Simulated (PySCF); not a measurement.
Task: Write Cartesian coordinates for `c1ccccc1` (benzene radical anion) [SMILES of the parent framework; charge -1 and doublet state] as optimised with PBE0-D3(BJ)/def2-SVP. (Charge -1 and doublet state.)

Result: 
```xyz
12
C6H6 angstrom
C     -0.797    1.145    0.028
C     -1.423   -0.100   -0.064
C     -0.590   -1.296   -0.098
C      0.797   -1.145   -0.036
C      1.424    0.100    0.055
C      0.590    1.296    0.089
H     -1.425    2.048    0.053
H     -2.515   -0.173   -0.109
H     -1.039   -2.293   -0.169
H      1.425   -2.048   -0.061
H      2.516    0.173    0.100
H      1.039    2.292    0.161
```

Orientation and origin are arbitrary. Atoms count from 1 in this order. C1 (carbon bonded to 2 C and H) is planar (angles 123.1°, 118.5° and 118.5°, sum 360.0°, 0.00 Å off the plane of its three neighbours). The C–C distances run from 1.396 Å (C3–C4, aromatic) to 1.459 Å (C5–C6, aromatic), a spread of 0.063 Å. The 6 heavy atoms lie in one plane (0.000 Å rms).

Bonds between heavy atoms (Å): C1–C2 1.397, C2–C3 1.459, C3–C4 1.396, C4–C5 1.397, C5–C6 1.459, C1–C6 1.396.

Method used: PBE0-D3(BJ)/def2-SVP geometry optimisation, gas phase in PySCF.

Point group: D2h (tolerance 0.08 Å). Whether it is a minimum is left open (no frequencies). ⟨S²⟩ = 0.765 (exact for a doublet: 0.75). Whether the extra electron is bound in the gas phase wasn't checked; a finite basis holds it in any case. The geometry's basis has no diffuse functions, a weakness for an anion.
